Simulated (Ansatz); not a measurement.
**triplet BH2SF at 3 levels**

Aim: a comparison of 3 runs (U-r2SCAN0/def2-SVPD, U-wB97X/def2-SVPD, UB2PLYP/def2-SVPD) of triplet BH2SF. 

Program for the calculation: Ansatz 0.2.0.

59 further runs of the same task are left out: 59 set aside as unsound or not needed.

## (1) The molecule

BH2SF: 5 atoms, total charge 0, spin state triplet. SMILES of the parent species: `FBS`. The coordinates come from a PBE0-D4/def2-TZVP relaxation. This is one conformer, not always the lowest. That shape belongs to the parent species and isn't relaxed for this state.

Bond lengths: F1–B2 1.322 Å, B2–S3 1.794 Å, B2–H4 1.194 Å, S3–H5 1.342 Å. Angles: F1–B2–S3 117.9°, F1–B2–H4 119.5°, S3–B2–H4 122.6°, B2–S3–H5 94.9°.

## (2) The energy at U-r2SCAN0/def2-SVPD (run 1)

Contents of input.yaml:

```yaml
basis:
  gaussian: {orbitals: def2-SVPD}
crystal:
  periodic: [false, false, false]
  atoms:
    - {symbol: F, position_ang: [-1.119100, -0.905900, -1.069200]}
    - {symbol: B, position_ang: [-0.412800, -0.339100, -0.106100]}
    - {symbol: S, position_ang: [0.972400, 0.698600, -0.579400]}
    - {symbol: H, position_ang: [-0.712000, -0.530900, 1.033700]}
    - {symbol: H, position_ang: [1.321400, 1.003700, 0.679600]}
magnetization: {spin_polarized: true, initial_magnetization: 2}
hamiltonian: {xc: {name: r2SCAN0}}
accuracy: high
output: {orbitals: {seedname: orbitals}}
```

Command:

```
ansatz run input.yaml --threads 1 --pin off --max-ram 2610MiB --events-out events.jsonl --progress --plain --runs-dir runs
```

Log:

```text
Warning: RAYON_NUM_THREADS=1 ignored (pool sized by the plan → 1); use --threads N
Functional definition: r2SCAN0
  name "r2SCAN0"
  parameter a = 0.25
  parameter k0 = 0.174
  parameter k1 = 0.065
  parameter a1 = 4.9479
  exchange = (1 - a)*r2scan_x(k0 = k0, k1 = k1, a1 = a1) + a*exact_x
  correlation = r2scan_c
1671 factors; integrals over basis functions are off by at most 3.4e-9 eV
mean field evaluation 1: about -14246.5617 eV, gradient 2.3e1 eV
mean field evaluation 2: about -14227.0242 eV, gradient 5.9e1 eV
mean field evaluation 4: about -14248.9851 eV, gradient 2.7e0 eV
mean field evaluation 8: about -14249.1591 eV, gradient 3.3e-1 eV
mean field evaluation 16: about -14249.1598 eV, gradient 1.7e-4 eV
mean field evaluation 32: about -14249.1598 eV, gradient 8.4e-7 eV
mean field -14249.15984657 eV, -523.6469659340 hartree, gradient 5.5e-8 eV, S^2 2.014103; 4 other end points of the search recorded, 0 dependent functions left out
reference -14249.15985435 eV, -523.6469662199 hartree; 17, 15 occupied and 69, 71 virtual orbitals, 1671 factors
Total energy: -14249.15985435 eV, -523.6469662199 hartree
```

It took 31 s on 1 thread of Arm Neoverse V1, shared host; peak memory 0.41 GiB.

## (3) The energy at U-wB97X/def2-SVPD (run 2)

Changes to input.yaml since step 2:

```diff
@@ -1,3 +1 @@
-basis:
-  gaussian: {orbitals: def2-SVPD}
 crystal:
@@ -10,4 +8,6 @@
     - {symbol: H, position_ang: [1.321400, 1.003700, 0.679600]}
+basis:
+  gaussian: {orbitals: def2-SVPD}
 magnetization: {spin_polarized: true, initial_magnetization: 2}
-hamiltonian: {xc: {name: r2SCAN0}}
+hamiltonian: {xc: {name: wB97X}}
 accuracy: high
```

Command:

```
ansatz run input.yaml --threads 1 --pin off --max-ram 2610MiB --events-out events.jsonl --progress --plain --runs-dir runs
```

Log, cut to the lines that bear on the results:

```text
Warning: RAYON_NUM_THREADS=1 ignored (pool sized by the plan → 1); use --threads N
Functional definition: wB97X
  name "wB97X"
[...]
      + exact_x_lr(omega)
[...]
      + integral(e_c_pw_opposite_spin*poly(b97_u_opposite, 1, cos1, cos2, cos3, cos4))
1671 factors; integrals over basis functions are off by at most 3.4e-9 eV
405 factors; integrals over basis functions are off by at most 2.0e-9 eV
[...]
mean field -14250.90364898 eV, -523.7110494906 hartree, gradient 9.8e-8 eV, S^2 2.007803; 4 other end points of the search recorded, 0 dependent functions left out
reference -14250.90364598 eV, -523.7110493805 hartree; 17, 15 occupied and 69, 71 virtual orbitals, 1671 factors
Total energy: -14250.90364598 eV, -523.7110493805 hartree
```

It took 66 s on 1 thread of Arm Neoverse V1, shared host; peak memory 0.63 GiB.

## (4) A single-point energy at UB2PLYP/def2-SVPD (run 3)

Contents of run.yaml:

```yaml
crystal:
  periodic: [false, false, false]
  atoms:
    - {symbol: F, position_ang: [-1.119100, -0.905900, -1.069200]}
    - {symbol: B, position_ang: [-0.412800, -0.339100, -0.106100]}
    - {symbol: S, position_ang: [0.972400, 0.698600, -0.579400]}
    - {symbol: H, position_ang: [-0.712000, -0.530900, 1.033700]}
    - {symbol: H, position_ang: [1.321400, 1.003700, 0.679600]}
basis:
  gaussian: {orbitals: def2-SVPD}
magnetization: {spin_polarized: true, initial_magnetization: 2}
accuracy: high
output: {orbitals: {seedname: orbitals}}
correlation: {frozen_orbitals: {B: 1, F: 1, H: 0, S: 5}}
hamiltonian: {xc: {name: B2PLYP}}
```

Command:

```
ansatz run run.yaml --threads 1 --pin off --max-ram 2610MiB --events-out events.jsonl --progress --plain --runs-dir runs
```

Log, cut to the lines that bear on the results:

```text
Warning: RAYON_NUM_THREADS=1 ignored (pool sized by the plan → 1); use --threads N
Functional definition: B2PLYP
  name "B2PLYP"
[...]
1671 factors; integrals over basis functions are off by at most 3.4e-9 eV
[...]
mean field -14241.72629418 eV, -523.3737879223 hartree, gradient 7.0e-8 eV, S^2 2.011685; 4 other end points of the search recorded, 0 dependent functions left out
7 core orbitals not correlated: weight in the atoms' cores, before any rotation towards them, 1.000 or more for the frozen orbitals, at most 0.000 for the correlated occupied ones
reference -14241.72631672 eV, -523.3737887505 hartree; 10, 8 occupied and 69, 71 virtual orbitals, 1671 factors
second order -13.23748157 eV of doubles, -0.00000000 eV of singles
Total energy: -14245.30043674 eV, -523.5051352388 hartree
```

Wall time 16 s (1 thread of Arm Neoverse V1, shared host); peak memory 0.3 GiB.

## (5) The series

| run | level | frozen core orbitals | energy (Eh) | HOMO energy (eV) | ⟨S²⟩ | wall time |
| --- | --- | --- | --- | --- | --- | --- |
| 1 | U-r2SCAN0/def2-SVPD | – | -523.646966 | -3.29 | 2.014 | 31 s |
| 2 | U-wB97X/def2-SVPD | – | -523.711049 | -5.10 | 2.008 | 66 s |
| 3 | UB2PLYP/def2-SVPD | 7 | -523.505135 | -3.89 | 2.012 | 16 s |

## (6) Outcome

| quantity | value |
| --- | --- |
| run 3: total energy | -523.50514 Eh |
| run 3: HOMO energy (SCF part's orbitals) (highest over α and β) | -3.89 eV |
| run 3: ⟨S²⟩ | 2.012 |

Totals of different functionals can't be ranked against each other. All runs together took 1.9 min, the longest 66 s.
